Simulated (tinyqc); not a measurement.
The basis set: RHF and MP2 along a ladder of basis sets, for CO, spin multiplicity 1. Computed by the program tinyqc with PySCF. Command: `OMP_NUM_THREADS=1 python tinyqc.py 113230 113231 out.jsonl`; one thread of a shared host (Intel(R) Xeon(R) Processor @ 2.60GHz), about 2 s.

Geometry (angstrom):
```
atom       x       y       z
C     0.0000  0.0000  0.0000
O     0.0000  0.0000  1.0740
```

Same geometry throughout; the dipole is taken about the origin.

RHF and frozen-core MP2 in a ladder of bases:
```
basis        functions  E(RHF) (hartree)  E(MP2 corr) (hartree)  HOMO (eV)  LUMO (eV)  dipole (debye)
sto-3g              10        -111.20872               -0.11612    -12.253      9.187           0.296
3-21g               18        -112.08479               -0.19881    -14.618      5.095           0.172
6-31g               18        -112.65836               -0.19995    -14.816      4.551           0.300
6-31g**             28        -112.73259               -0.26888    -14.705      5.052           0.076
cc-pvdz             28        -112.74627               -0.27729    -14.738      4.834           0.027
aug-cc-pvdz         46        -112.75154               -0.28951    -14.902      2.182        1.33e-03
cc-pvtz             60        -112.77910               -0.34641    -14.877      4.310           0.013
```

From cc-pVDZ to cc-pVTZ the RHF energy falls by 32.8 mhartree and the correlation energy by 69.1. If valence correlation converges as X^-3, (27 E(T) - 8 E(D))/19 gives -0.3755 hartree, a rough estimate from such small X that usually falls short; STO-3G holds about 31 % of it. Beyond STO-3G the LUMO moves by 2.9 eV and the HOMO by 0.3 eV; diffuse functions lower the positive LUMO sharply, since an unbound virtual level tracks the most diffuse function.
